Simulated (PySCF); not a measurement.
CH2O2, SMILES OC=O.

Geometry: PBE0-D3(BJ)/def2-TZVP. The values are those of a single conformer.

Computed with SMD-PBE0/6-31G* run with PySCF.

Solvation free energies are E(SMD) − E(gas) at the gas-phase geometry, for 1 M in both phases. In vacuum the dipole moment is 1.46 D.

Computed solvation free energies in water, chlorobenzene, ethanol:
| solvent | ΔG(solv) (kcal/mol) | its non-electrostatic (CDS) part | dipole (D) |
|---|---|---|---|
| water | -5.0 | 4.3 | 1.95 |
| chlorobenzene | -3.3 | -0.2 | 1.63 |
| ethanol | -4.9 | 3.5 | 1.89 |
